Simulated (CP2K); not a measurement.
# N2H3 (hydrazinyl radical), step by step

We compute a series of 8 runs (RPA@PBE/ccGRB-T) of H3N2. The setting varied is the cutoff. 

Program for the calculation: CP2K 2026.2.

8 further runs of the same task are left out: 8 set aside as unsound or not needed.

### Step 1. The system as given

The species is N2H3 (5 atoms), meant as a doublet with charge 0. As SMILES, `[NH]N`. The shape is that of a GFN2-xTB optimisation. This is one conformer, not always the lowest.

Bond lengths: N1–N2 1.335 Å, N1–H3 1.020 Å, N2–H4 1.011 Å, N2–H5 1.017 Å. Angles: N1–N2–H4 112.8°, N1–N2–H5 121.7°, N2–N1–H3 109.8°, H4–N2–H5 116.1°.

### Step 2. The energy at RPA@PBE/ccGRB-T (density fitting, core potential, minimax 1, quadrature points 10) (run 1)

job.inp reads:

```
&force_eval
   method QS
   &dft
      basis_set_file_name BASIS_ccGRB_UZH
      potential_file_name POTENTIAL_UZH
      auto_basis RI_AUX MEDIUM
      sort_basis EXP
      charge 0
      multiplicity 2
      lsd T
      &qs
         method GPW
         eps_default 1.0E-10
      &end qs
      &mgrid
         cutoff 350
         rel_cutoff 50
         ngrids 4
      &end mgrid
      &poisson
         periodic NONE
         poisson_solver MULTIPOLE
      &end poisson
      &scf
         scf_guess ATOMIC
         eps_scf 1.0E-06
         max_scf 50
         &ot ON
            minimizer DIIS
            preconditioner FULL_SINGLE_INVERSE
         &end ot
         &outer_scf
            eps_scf 1.0E-06
            max_scf 10
         &end outer_scf
      &end scf
      &xc
         &xc_functional PBE
         &end xc_functional
         &wf_correlation
            &ri_rpa
               quadrature_points 10
               minimax_quadrature T
               &hf
                  fraction 1
                  &screening
                     eps_schwarz 1.0E-09
                     screen_on_initial_p F
                  &end screening
                  &interaction_potential
                     potential_type COULOMB
                  &end interaction_potential
                  &memory
                     max_memory 1750
                  &end memory
               &end hf
            &end ri_rpa
            memory 1500
            &integrals
               eri_method OS
            &end integrals
            &low_scaling
            &end low_scaling
         &end wf_correlation
      &end xc
      &print
         &moments
            periodic F
            reference COM
            max_moment 1
         &end moments
         &mo_cubes
            nlumo 3
            nhomo -1
            write_cube F
         &end mo_cubes
         &hirshfeld OFF
         &end hirshfeld
      &end print
   &end dft
   &subsys
      &cell
         abc [angstrom] 8.8 9 8.5
         periodic NONE
      &end cell
      &coord
         UNIT bohr
         N     -0.3306454    -1.5221366     0.8451989
         N     -0.2386157     0.4761543    -0.6914130
         H      1.4206016    -1.8692226     1.5705325
         H     -1.9711166     1.0918838    -1.2069681
         H      1.1197572     1.8233023    -0.5173503
      &end coord
      &topology
         &center_coordinates
         &end center_coordinates
      &end topology
      &kind N
         basis_set ccGRB-T-q5
         potential GTH-PBE-q5
      &end kind
      &kind H
         basis_set ccGRB-T-q1
         potential GTH-PBE-q1
      &end kind
   &end subsys
&end force_eval

&global
   project_name job
   run_type ENERGY
   print_level MEDIUM
&end global
```

Run with:

```bash
$ OMP_NUM_THREADS=2 cp2k.psmp -i job.inp -o job.out
```

Output:

```text
CP2K| version string:                                       CP2K version 2026.2
[...]
 GLOBAL| Method name                                                        CP2K
[...]
 GLOBAL| Run type                                                         ENERGY
[...]
 DFT| Spin unrestricted (spin-polarized) Kohn-Sham calculation               UKS
 DFT| Multiplicity                                                             2
[...]
 DFT| Charge                                                                   0
[...]
 FUNCTIONAL| PBE:
 QS| Method:                                                                 GPW
[...]
 QS| Density cutoff [a.u.]:                                                175.0
[...]
 QS| Relative density cutoff [a.u.]:                                        25.0
[...]
                             - Atoms:                                          5
[...]
                             - Spherical basis functions:                    100
[...]
 Number of electrons:                                                          7
[...]
     1 OT DIIS     0.80E-01    0.6     0.07724698       -19.8189721213 -1.98E+01
[...]
    46 OT DIIS     0.80E-01    0.6     0.00000093       -21.5981215736 -4.22E-10
  *** SCF run converged in    46 steps ***
[...]
  Overlap energy of the core charge distribution:               0.00000026713734
  Self energy of the core charge distribution:                -53.91393203421735
  Core Hamiltonian energy:                                     16.14369342802263
  Hartree energy:                                              22.30289429360312
  Exchange-correlation energy:                                 -6.13077752815030
  Total energy:                                               -21.59812157360455
[...]
 HOMO - LUMO gap [eV] :    4.287284
[...]
 ENERGY| Total FORCE_EVAL ( QS ) energy [hartree]            -21.756766932992015
[...]
```

Wall time 40 s (2 threads of Arm Neoverse V1, shared host); peak memory 0.96 GiB.

### Step 3. The singlet cation: a single-point energy at RPA@PBE/ccGRB-T (density fitting, core potential, minimax 1, quadrature points 10) (run 2)

run.inp reads:

```
&GLOBAL
  PROJECT run
  RUN_TYPE ENERGY
  PRINT_LEVEL MEDIUM
&END GLOBAL

&FORCE_EVAL
  METHOD QS
  &DFT
    BASIS_SET_FILE_NAME BASIS_ccGRB_UZH
    POTENTIAL_FILE_NAME POTENTIAL_UZH
    AUTO_BASIS RI_AUX MEDIUM
    SORT_BASIS EXP
    CHARGE 1
    &QS
      METHOD GPW
      EPS_DEFAULT 1.0E-10
    &END QS
    &MGRID
      CUTOFF 350
      REL_CUTOFF 50
      NGRIDS 4
    &END MGRID
    &POISSON
      PERIODIC NONE
      POISSON_SOLVER MULTIPOLE
    &END POISSON
    &SCF
      SCF_GUESS ATOMIC
      EPS_SCF 1.0E-06
      MAX_SCF 80
      ADDED_MOS 10
      &DIAGONALIZATION
        ALGORITHM STANDARD
      &END DIAGONALIZATION
      &MIXING
        METHOD DIRECT_P_MIXING
        ALPHA 0.4
      &END MIXING
    &END SCF
    &XC
      &XC_FUNCTIONAL PBE
      &END XC_FUNCTIONAL
      &WF_CORRELATION
        &RI_RPA
          QUADRATURE_POINTS 10
          MINIMAX_QUADRATURE T
          &HF
            FRACTION 1
            &SCREENING
              EPS_SCHWARZ 1.0E-09
            &END SCREENING
            &MEMORY
              MAX_MEMORY 1750
            &END MEMORY
          &END HF
        &END RI_RPA
        MEMORY 1500
        &INTEGRALS
          ERI_METHOD OS
        &END INTEGRALS
        &LOW_SCALING
        &END LOW_SCALING
      &END WF_CORRELATION
    &END XC
    &PRINT
      &MOMENTS
        PERIODIC F
        REFERENCE COM
        MAX_MOMENT 1
      &END MOMENTS
      &MO ON
        ENERGIES T
        OCCUPATION_NUMBERS T
        NDIGITS 6
        &EACH
          QS_SCF 0
        &END EACH
        ADD_LAST NUMERIC
      &END MO
      &HIRSHFELD OFF
      &END HIRSHFELD
    &END PRINT
  &END DFT
  &SUBSYS
    &CELL
      ABC 8.8 9 8.5
      PERIODIC NONE
    &END CELL
    &COORD
      UNIT bohr
      N     -0.3306454    -1.5221366     0.8451989
      N     -0.2386157     0.4761543    -0.6914130
      H      1.4206016    -1.8692226     1.5705325
      H     -1.9711166     1.0918838    -1.2069681
      H      1.1197572     1.8233023    -0.5173503
    &END COORD
    &TOPOLOGY
      &CENTER_COORDINATES
      &END CENTER_COORDINATES
    &END TOPOLOGY
    &KIND N
      BASIS_SET ccGRB-T-q5
      POTENTIAL GTH-PBE-q5
    &END KIND
    &KIND H
      BASIS_SET ccGRB-T-q1
      POTENTIAL GTH-PBE-q1
    &END KIND
  &END SUBSYS
&END FORCE_EVAL
```

Run with:

```bash
$ OMP_NUM_THREADS=2 cp2k.psmp run.inp > run.out
```

Output:

```text
CP2K| version string:                                       CP2K version 2026.2
[...]
 GLOBAL| Method name                                                        CP2K
[...]
 GLOBAL| Run type                                                         ENERGY
[...]
 DFT| Spin restricted Kohn-Sham (RKS) calculation                            RKS
 DFT| Multiplicity                                                             1
[...]
 DFT| Charge                                                                   1
[...]
 FUNCTIONAL| PBE:
 QS| Method:                                                                 GPW
[...]
 QS| Density cutoff [a.u.]:                                                175.0
[...]
 QS| Relative density cutoff [a.u.]:                                        25.0
[...]
                             - Atoms:                                          5
[...]
                             - Spherical basis functions:                    100
[...]
 Number of electrons:                                                         12
[...]
     1 P_Mix/Diag. 0.40E+00    0.4     0.65986593       -20.6360341341 -2.06E+01
[...]
    14 DIIS/Diag.  0.14E-06    0.4     0.00000020       -21.2984718083 -9.52E-13
  *** SCF run converged in    14 steps ***
[...]
  Overlap energy of the core charge distribution:               0.00000026713734
  Self energy of the core charge distribution:                -53.91393203421735
  Core Hamiltonian energy:                                     15.50901943954342
  Hartree energy:                                              22.85184038157162
  Exchange-correlation energy:                                 -5.74539986236586
  Total energy:                                               -21.29847180833083
[...]
 ENERGY| Total FORCE_EVAL ( QS ) energy [hartree]            -21.462526223541502
[...]
```

It took 13 s on 2 threads of Arm Neoverse V1, shared host; peak memory 0.85 GiB.

Runs 3 to 7 aren't shown in full; the table further down has their settings and results.

### Step 4. The singlet cation: a single-point energy at RPA@PBE/ccGRB-T (density fitting, core potential, minimax 1, quadrature points 10) (run 8)

job.inp reads:

```
&GLOBAL
  PROJECT_NAME job
  RUN_TYPE ENERGY
  PRINT_LEVEL MEDIUM
&END GLOBAL

&FORCE_EVAL
  METHOD Quickstep
  &DFT
    BASIS_SET_FILE_NAME BASIS_ccGRB_UZH
    POTENTIAL_FILE_NAME POTENTIAL_UZH
    AUTO_BASIS RI_AUX MEDIUM
    SORT_BASIS EXP
    CHARGE 1
    &QS
      METHOD GPW
      EPS_DEFAULT 1.0E-10
    &END QS
    # plane-wave cutoff in Ry
    &MGRID
      CUTOFF 800
      REL_CUTOFF 50
      NGRIDS 4
    &END MGRID
    # no periodic images
    &POISSON
      PERIODIC NONE
      POISSON_SOLVER MULTIPOLE
    &END POISSON
    # self-consistent field
    &SCF
      SCF_GUESS ATOMIC
      EPS_SCF 1.0E-06
      MAX_SCF 80
      ADDED_MOS 10
      &DIAGONALIZATION
        ALGORITHM STANDARD
      &END DIAGONALIZATION
      &MIXING
        METHOD DIRECT_P_MIXING
        ALPHA 0.4
      &END MIXING
    &END SCF
    # exchange and correlation
    &XC
      &XC_FUNCTIONAL PBE
      &END XC_FUNCTIONAL
      # correlation from orbitals
      &WF_CORRELATION
        &RI_RPA
          QUADRATURE_POINTS 10
          MINIMAX_QUADRATURE T
          &HF
            FRACTION 1
            &SCREENING
              EPS_SCHWARZ 1.0E-09
            &END SCREENING
            &MEMORY
              MAX_MEMORY 1750
            &END MEMORY
          &END HF
        &END RI_RPA
        MEMORY 1500
        &INTEGRALS
          ERI_METHOD OS
        &END INTEGRALS
        &LOW_SCALING
        &END LOW_SCALING
      &END WF_CORRELATION
    &END XC
    # extra output
    &PRINT
      &MOMENTS
        PERIODIC F
        REFERENCE COM
        MAX_MOMENT 1
      &END MOMENTS
      &MO ON
        ENERGIES T
        OCCUPATION_NUMBERS T
        NDIGITS 6
        &EACH
          QS_SCF 0
        &END EACH
        ADD_LAST NUMERIC
      &END MO
      &HIRSHFELD OFF
      &END HIRSHFELD
    &END PRINT
  &END DFT
  &SUBSYS
    # box in angstrom
    &CELL
      ABC 8.8 9 8.5
      PERIODIC NONE
    &END CELL
    &COORD
      UNIT bohr
      N     -0.3306454    -1.5221366     0.8451989
      N     -0.2386157     0.4761543    -0.6914130
      H      1.4206016    -1.8692226     1.5705325
      H     -1.9711166     1.0918838    -1.2069681
      H      1.1197572     1.8233023    -0.5173503
    &END COORD
    &TOPOLOGY
      &CENTER_COORDINATES
      &END CENTER_COORDINATES
    &END TOPOLOGY
    &KIND N
      BASIS_SET ccGRB-T-q5
      POTENTIAL GTH-PBE-q5
    &END KIND
    &KIND H
      BASIS_SET ccGRB-T-q1
      POTENTIAL GTH-PBE-q1
    &END KIND
  &END SUBSYS
&END FORCE_EVAL
```

Run with:

```bash
$ OMP_NUM_THREADS=2 cp2k.psmp -i job.inp -o job.out
```

Output:

```text
CP2K| version string:                                       CP2K version 2026.2
[...]
 GLOBAL| Method name                                                        CP2K
[...]
 GLOBAL| Run type                                                         ENERGY
[...]
 DFT| Spin restricted Kohn-Sham (RKS) calculation                            RKS
 DFT| Multiplicity                                                             1
[...]
 DFT| Charge                                                                   1
[...]
 FUNCTIONAL| PBE:
 QS| Method:                                                                 GPW
[...]
 QS| Density cutoff [a.u.]:                                                400.0
[...]
 QS| Relative density cutoff [a.u.]:                                        25.0
[...]
                             - Atoms:                                          5
[...]
                             - Spherical basis functions:                    100
[...]
 Number of electrons:                                                         12
[...]
     1 P_Mix/Diag. 0.40E+00    1.6     0.65966571       -20.6360199229 -2.06E+01
[...]
    14 DIIS/Diag.  0.14E-06    1.7     0.00000020       -21.2984757720 -3.87E-13
  *** SCF run converged in    14 steps ***
[...]
  Overlap energy of the core charge distribution:               0.00000026713734
  Self energy of the core charge distribution:                -53.91393203421735
  Core Hamiltonian energy:                                     15.50897211786755
  Hartree energy:                                              22.85189088230625
  Exchange-correlation energy:                                 -5.74540700508095
  Total energy:                                               -21.29847577198716
[...]
 ENERGY| Total FORCE_EVAL ( QS ) energy [hartree]            -21.462523290663498
[...]
```

It took 32 s on 2 threads of Arm Neoverse V1, shared host; peak memory 1.7 GiB.

### Step 5. The series

| run | cutoff | iteration cap | partner | energy (Eh) | HOMO energy (eV) | LUMO energy (eV) | correlation energy (mEh) | wall time |
| --- | --- | --- | --- | --- | --- | --- | --- | --- |
| 1 | 350 | 50 | base | -21.756767 | -3.72 | -1.68 | -661.9 | 40 s |
| 2 | 350 | 80 | cation | -21.462526 | -15.55 | -12.58 | -664.2 | 13 s |
| 3 | 450 | 50 | base | -21.756767 | -3.72 | -1.68 | -661.9 | 75 s |
| 4 | 450 | 80 | cation | -21.462523 | -15.55 | -12.58 | -664.2 | 19 s |
| 5 | 600 | 50 | base | -21.756766 | -3.72 | -1.68 | -661.9 | 100 s |
| 6 | 600 | 80 | cation | -21.462522 | -15.55 | -12.58 | -664.2 | 23 s |
| 7 | 800 | 50 | base | -21.756767 | -3.72 | -1.68 | -661.9 | 2.5 min |
| 8 | 800 | 80 | cation | -21.462523 | -15.55 | -12.58 | -664.2 | 32 s |

Convergence of the total energy of doublet N2H3 with the cutoff, against the last point:

```
cutoff  from the last (mEh)  wall time
350 Ry               -0.000       40 s
450 Ry               +0.000       75 s
600 Ry               +0.000      100 s
800 Ry               +0.000    2.5 min
```

Convergence of the dipole moment (of the density that the program reports) of doublet N2H3 with the cutoff, against the last point:

| cutoff | from the last (D) | wall time |
| --- | --- | --- |
| 350 Ry | +0.0000 | 40 s |
| 450 Ry | -0.0000 | 75 s |
| 600 Ry | -0.0000 | 100 s |
| 800 Ry | +0.0000 | 2.5 min |

### Step 6. Outcome

| quantity | value |
| --- | --- |
| singlet cation, run 8: total energy | -21.46252 Eh |
| singlet cation, run 8: HOMO energy (PBE Kohn–Sham orbitals) | -15.55 eV |
| singlet cation, run 8: LUMO energy (PBE Kohn–Sham orbitals) | -12.58 eV |
| singlet cation, run 8: HOMO–LUMO gap (PBE Kohn–Sham orbitals) | 2.97 eV |
| singlet cation, run 8: RPA correlation energy | -664.2 mEh |

All runs together took 7.5 min, the longest 2.5 min.
